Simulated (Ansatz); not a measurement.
**2H MoTe2**

All values below come from PBE0+SOC (plane waves, PAW; Ansatz, an electronic-structure program).

Run with plane-wave cutoff 460 eV, 9×9×2 k mesh (along the axes of the cell as run), Fermi–Dirac smearing 0.01 eV, PAW data made under PBE.

Cell: measured lattice: a = 3.518 Å, b = 3.518 Å, c = 13.974 Å, α = 90.00°, β = 90.00°, γ = 120.00°.

```yaml
band_gap: 1.70 eV (indirect)
smallest_direct_gap_on_the_k_points_sampled: 1.94 eV
direct gap at Γ: 3.77 eV
```

Measured, for comparison: band gap 1.06 ± 0.01 eV (4 K, zero-point motion not removed, indirect, absorption from ellipsometry, single crystal; as tabulated in Gulo et al. (2023), doi:10.1103/physrevmaterials.7.044001). Computed (rounded) less measured: band gap +0.64 eV.

Note: cell and atoms aren't relaxed at this level (largest force component 0.33 eV/Å, pressure -0.6 GPa).
